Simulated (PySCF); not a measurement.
PySCF input:

```python
from pyscf import gto, scf, dft

mol = gto.M(
    atom='''
    C    -0.00019564    0.15550613    0.00202606
    O     0.17957592    1.34436533    0.02150869
    O    -1.24075127   -0.39145260   -0.00806867
    H    -1.87281039    0.34435362    0.00369323
    C     1.06723178   -0.89990501   -0.01278463
    H     2.04521103   -0.42828240   -0.01861809
    H     0.96507153   -1.53966993    0.86487500
    H     0.94971371   -1.53330981   -0.89291883
    ''',
    basis='def2-tzvpd',
    charge=0,
    spin=0,
    verbose=4,
)

mf = dft.RKS(mol, xc='tpssh').density_fit(auxbasis='def2-universal-jkfit')
mf.grids.level = 3
mf.conv_tol = 1e-9
mf.max_cycle = 100
mf.max_memory = 1500
mf.kernel()
if not mf.converged:
    mf = mf.newton()
    mf.kernel(mf.make_rdm1())
mf.analyze()
```

### Question
Which total energy does the run end on?

### Answer
-229.18883 Eh (TPSSh/def2-TZVPD).
